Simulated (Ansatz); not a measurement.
One geometry of P2S4⁺, several levels of theory.

```yaml
crystal:
  periodic: [false, false, false]
  atoms:
    - {symbol: P, position_ang: [-0.219348, 0.883038, -1.292080]}
    - {symbol: P, position_ang: [-1.019705, -0.740146, 0.953805]}
    - {symbol: S, position_ang: [-1.107473, 1.353400, 0.583497]}
    - {symbol: S, position_ang: [1.362949, -0.739521, 1.208648]}
    - {symbol: S, position_ang: [-0.922700, -1.119276, -1.137753]}
    - {symbol: S, position_ang: [1.906278, 0.362515, -0.316117]}
basis:
  gaussian: {orbitals: def2-TZVP, initial_orbitals: start.molden}
total_charge: 1
magnetization: {spin_polarized: true, initial_magnetization: 1}
correlation: {method: mp2}
scf: {omitted_lower_state_checks: [starts]}
output: {orbitals: {seedname: orbitals}}
```

The file start.molden holds the orbitals of an earlier run on this structure, at another level or in another basis.

```sh
$ ansatz run in.yaml --threads 4 --pin off --events-out ev --progress --plain --max-ram 4787MiB
```

It prints (some lines left out):

```
Functional definition: HF
1329 factors; integrals over basis functions are off by at most 6.5e-4 eV
mean field evaluation 1: about -61807.7051 eV, gradient 3.5e1 eV
mean field evaluation 2: about -61809.0514 eV, gradient 1.8e0 eV
mean field evaluation 4: about -61809.1731 eV, gradient 3.4e-1 eV
mean field evaluation 8: about -61809.1737 eV, gradient 2.0e-4 eV
mean field -61809.17371648 eV, -2271.4452383180 hartree, gradient 7.9e-6 eV, S^2 0.784944; 0 other end points of the search recorded, 0 dependent functions left out
30 core orbitals not correlated: weight in the atoms' cores, before any rotation towards them, 1.000 or more for the frozen orbitals, at most 0.000 for the correlated occupied ones
reference -61809.17371648 eV, -2271.4452383180 hartree; 17, 16 occupied and 175, 176 virtual orbitals, 1329 factors
second order -25.61817344 eV of doubles, -0.00000000 eV of singles
Total energy: -61834.79188992 eV, -2272.3866888272 hartree
Checks for a lower state left out: starts
```

Run time 8 s (4 threads of Arm Neoverse V1 on a shared host), peak host memory 0.73 GiB.

As the first input, with `hamiltonian: {xc: {name: BHLYP}, dispersion: d4}` and without the key `correlation` (abridged; 13 s):

```
Functional definition: BHLYP
mean field -61914.08420579 eV, -2275.3006276894 hartree, gradient 2.6e-5 eV, S^2 0.761638
Total energy: -61914.83891320 eV, -2275.3283626751 hartree
Checks for a lower state left out: starts
```

As the first input, with `hamiltonian: {xc: {name: B3LYP}, dispersion: d4}` and without the key `correlation` (abridged; 12 s):

```
Functional definition: B3LYP
mean field -61917.38294520 eV, -2275.4218541265 hartree, gradient 2.1e-5 eV, S^2 0.755572
Total energy: -61918.22408880 eV, -2275.4527655839 hartree
Checks for a lower state left out: starts
```

Geometry: PBE0-D4/def2-SVP.

B3LYP takes the VWN-RPA correlation. Correlated methods freeze 30 core orbitals. The structure comes from a short search, and lower isomers may exist.
